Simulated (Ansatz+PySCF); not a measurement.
**doublet HO3: levels of theory in one basis**

```xyz
4

H     0.0000    0.5775   -0.8924
O     0.0000   -0.3981   -0.8779
O     0.0000   -0.6222    0.5589
O     0.0000    0.4429    1.2114
```

Basis set: cc-pVTZ (spherical functions). Correlated methods keep 3 orbitals frozen. Correlation on ROHF uses semicanonical orbitals with singles. Charge 0, multiplicity 2.

Computed with Ansatz (development build ahead of 0.2.0) and PySCF 2.14.0; each method stands on the lowest determinant of its kind that the runs found.

| method | E − E(ROHF) (eV) | <S²> of the determinant |
| --- | --- | --- |
| ROHF | 0.00 | 0.75 |
| UHF | -0.23 | 0.79 |
| ROHF-MP2 | -19.10 | – |
| ROHF-CCSD(T) | -20.35 | – |

Question: What does UHF-MP2 give on the same scale?

Answer: -19.05 eV.

Caution for ROHF-MP2, ROHF-CCSD(T): large amplitudes, a single reference is doubtful. Caution for ROHF-MP2, UHF-MP2: forces differ strongly between restricted and unrestricted references.
